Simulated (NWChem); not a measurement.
**C4H4O (2-cyclobutene-1-one): revPBE/IGLO-II**

What is the energy difference between two shapes of C4H4O (2-cyclobutene-1-one) at revPBE/IGLO-II? 

Program for the calculation: NWChem 7.3.0.

2 further runs of the same task are left out: 2 that didn't finish.

### Step 1. The system as given

C4H4O has 9 atoms, charge 0, and is taken as a singlet. SMILES: `O=C1C=CC1`. The shape is that of a GFN2-xTB optimisation.

Bond lengths: O1–C2 1.194 Å, C2–C3 1.478 Å, C3–C4 1.340 Å, C2–C5 1.547 Å, C4–C5 1.510 Å, C3–H6 1.074 Å, C4–H7 1.075 Å, C5–H8 1.089 Å, C5–H9 1.089 Å. Some angles: O1–C2–C3 136.9°, O1–C2–C5 134.3°, C3–C2–C5 88.8°, C2–C3–C4 92.2°, C3–C4–C5 95.7°, C2–C5–C4 83.3°, C2–C3–H6 133.4°, C4–C3–H6 134.4°, C3–C4–H7 133.7°, C5–C4–H7 130.6°.

### Step 2. Energy and forces at revPBE/IGLO-II

nw.nw reads:

```
start nw
title "C4H4O"
memory stack 880 mb heap 220 mb global 1100 mb

geometry noautosym nocenter noautoz
   O      1.677970    -1.201570     0.874920
   C      0.837840    -0.512670     0.378870
   C      0.795290     0.708580    -0.452160
   C     -0.544360     0.696890    -0.491980
   C     -0.708910    -0.548070     0.346460
   H      1.553880     1.350050    -0.860840
   H     -1.279340     1.333050    -0.951170
   H     -1.139790    -1.412330    -0.156890
   H     -1.192580    -0.413940     1.312790
end

basis spherical bse
   * library IGLO-II
end

dft
   xc revpbe cpbe96
   grid medium
   direct
   mulliken
end

task dft gradient
```

The run is started by

```bash
$ nwchem nw.nw > nw.out
```

Output:

```text
[...]
          Wavefunction type:  closed shell.
          No. of atoms     :     9
          No. of electrons :    36
[...]
          Charge           :     0
          Spin multiplicity:     1
[...]
          AO basis - number of functions:   134
[...]
              XC Information
              --------------
                        RevPBE Exchange Functional  1.000
            Perdew 1991 LDA Correlation Functional  1.000 local
           PerdewBurkeErnz. Correlation Functional  1.000 non-local
[...]
 d= 0,ls=0.0,diis     1   -229.8665148948 -3.83D+02  1.71D-02  1.76D+00     2.1
[...]
 d= 0,ls=0.0,diis    11   -229.9923985132 -2.15D-07  1.42D-06  1.31D-07    17.3
         Total DFT energy =     -229.992398513198
      One electron energy =     -614.282422315820
           Coulomb energy =      262.717599880673
    Exchange-Corr. energy =      -31.725534829428
 Nuclear repulsion energy =      153.297958751377
[...]
      Total Density - Mulliken Population Analysis
     ---------------------------------------------
    Atom       Charge   Shell Charges
 -----------   ------   -------------------------------------------------------
    1 O    8     8.29   0.95  0.80  0.24  0.94  0.88  0.20  1.05  2.11  1.08  0.03
    2 C    6     5.76   0.98  0.79  0.22  0.78  0.34  0.12  0.76  1.38  0.32  0.06
    3 C    6     6.10   0.97  0.79  0.22  0.76  0.51  0.13  0.78  1.56  0.35  0.02
    4 C    6     6.02   0.97  0.79  0.22  0.77  0.49  0.13  0.77  1.54  0.32  0.03
    5 C    6     6.25   0.97  0.79  0.22  0.74  0.48  0.13  0.78  1.67  0.44  0.02
    6 H    1     0.93   0.28  0.48  0.13  0.03
    7 H    1     0.91   0.28  0.48  0.12  0.03
    8 H    1     0.88   0.28  0.46  0.11  0.03
    9 H    1     0.88   0.28  0.46  0.11  0.03
[...]
  wavefunction    = closed shell
                         DFT ENERGY GRADIENTS
    atom               coordinates                        gradient
                 x          y          z           x          y          z
   1 O       3.170904  -2.270638   1.653359   -0.021358   0.017226  -0.012533
   2 C       1.583288  -0.968806   0.715960    0.008356  -0.006670   0.005148
   3 C       1.502880   1.339022  -0.854459   -0.014134  -0.008818   0.005338
   4 C      -1.028691   1.316931  -0.929707    0.007817   0.000641   0.000044
   5 C      -1.339646  -1.035702   0.654714    0.012877   0.005957  -0.003803
   6 H       2.936407   2.551225  -1.626752   -0.008612  -0.008265   0.005280
   7 H      -2.417602   2.519099  -1.797451    0.006854  -0.007467   0.005300
   8 H      -2.153891  -2.668917  -0.296479    0.003853   0.007483   0.003281
   9 H      -2.253649  -0.782233   2.480813    0.004347  -0.000087  -0.008054
[...]
```

It took 25 s on 1 thread of Intel Xeon 6975P-C (Granite Rapids), shared host; peak memory 0.12 GiB.

### Step 3. The distorted shape, same level

sp.nw reads:

```
start sp
title "C4H4O gradient"
memory 2200 mb

geometry units atomic noautosym nocenter noautoz
  O      3.15722213    -2.27580284     1.65857294
  C      1.60796229    -1.00286065     0.73673430
  C      1.52415294     1.32632129    -0.81351576
  C     -1.06295772     1.26676657    -0.95418319
  C     -1.32690710    -1.05835056     0.62556549
  H      2.98048549     2.57013713    -1.60115739
  H     -2.46012673     2.49866769    -1.71544613
  H     -2.11143068    -2.65325296    -0.27206198
  H     -2.24091850    -0.76893901     2.50444269
end

basis spherical bse
  * library IGLO-II
end

dft
  xc revpbe cpbe96
  mult 1
  grid medium
  direct
  mulliken
end

task dft gradient
```

The run is started by

```bash
$ nwchem sp.nw > sp.out
```

Output:

```text
[...]
          Wavefunction type:  closed shell.
          No. of atoms     :     9
          No. of electrons :    36
[...]
          Charge           :     0
          Spin multiplicity:     1
[...]
          AO basis - number of functions:   134
[...]
              XC Information
              --------------
                        RevPBE Exchange Functional  1.000
            Perdew 1991 LDA Correlation Functional  1.000 local
           PerdewBurkeErnz. Correlation Functional  1.000 non-local
[...]
 d= 0,ls=0.0,diis     1   -229.8673316485 -3.83D+02  1.59D-02  1.73D+00     2.1
[...]
 d= 0,ls=0.0,diis    11   -229.9874934445 -2.14D-07  1.69D-06  2.20D-07    17.2
         Total DFT energy =     -229.987493444501
      One electron energy =     -614.754574165206
           Coulomb energy =      262.945899100152
    Exchange-Corr. energy =      -31.732180436841
 Nuclear repulsion energy =      153.553362057393
[...]
      Total Density - Mulliken Population Analysis
     ---------------------------------------------
    Atom       Charge   Shell Charges
 -----------   ------   -------------------------------------------------------
    1 O    8     8.28   0.95  0.80  0.24  0.94  0.88  0.20  1.06  2.12  1.06  0.03
    2 C    6     5.74   0.98  0.79  0.23  0.77  0.33  0.13  0.77  1.37  0.32  0.07
    3 C    6     6.12   0.97  0.79  0.22  0.76  0.52  0.13  0.77  1.56  0.37  0.02
    4 C    6     6.01   0.97  0.79  0.22  0.77  0.49  0.13  0.77  1.53  0.32  0.02
    5 C    6     6.26   0.97  0.79  0.22  0.74  0.47  0.13  0.78  1.68  0.44  0.02
    6 H    1     0.93   0.28  0.48  0.14  0.03
    7 H    1     0.91   0.29  0.48  0.11  0.03
    8 H    1     0.87   0.29  0.46  0.09  0.03
    9 H    1     0.88   0.28  0.47  0.12  0.02
[...]
  wavefunction    = closed shell
                         DFT ENERGY GRADIENTS
    atom               coordinates                        gradient
                 x          y          z           x          y          z
   1 O       3.157222  -2.275803   1.658573   -0.054713   0.045270  -0.033398
   2 C       1.607962  -1.002861   0.736734    0.045117  -0.037658   0.028919
   3 C       1.524153   1.326321  -0.813516    0.003329  -0.018302   0.016899
   4 C      -1.062958   1.266767  -0.954183   -0.031579  -0.001274  -0.008015
   5 C      -1.326907  -1.058351   0.625565    0.011951  -0.007615  -0.033637
   6 H       2.980485   2.570137  -1.601157    0.001363  -0.000762  -0.000815
   7 H      -2.460127   2.498668  -1.715446    0.011012  -0.010905   0.010484
   8 H      -2.111431  -2.653253  -0.272062    0.014603   0.028223   0.013492
   9 H      -2.240919  -0.768939   2.504443   -0.001082   0.003023   0.006073
[...]
```

Wall time 25 s (1 thread of Intel Xeon 6975P-C (Granite Rapids), shared host); peak memory 0.12 GiB.

### Step 4. Results

Level: revPBE/IGLO-II.

| quantity | value |
| --- | --- |
| first shape: total energy | -229.99240 Eh |
| first shape: dipole moment | 3.15 D |
| first shape: HOMO energy | -5.75 eV |
| first shape: LUMO energy | -2.46 eV |
| first shape: HOMO–LUMO gap | 3.29 eV |
| first shape: largest force on an atom | 1.551 eV/Å |
| distorted shape: total energy | -229.98749 Eh |
| distorted shape: dipole moment | 3.00 D |
| distorted shape: HOMO energy | -5.75 eV |
| distorted shape: LUMO energy | -2.50 eV |
| distorted shape: HOMO–LUMO gap | 3.25 eV |
| distorted shape: largest force on an atom | 4.035 eV/Å |
| energy change with the atoms displaced | 0.133 eV |

In words: With the atoms displaced the energy rises by 0.13 eV (12.9 kJ/mol). The first shape isn't relaxed at this level, so the change isn't measured from a minimum. The largest force (first shape) is 1.55 eV/Å: the shape isn't a stationary point for this species at this level. Mulliken charges (distorted shape) run from -0.28 on O1 to +0.26 on C2.
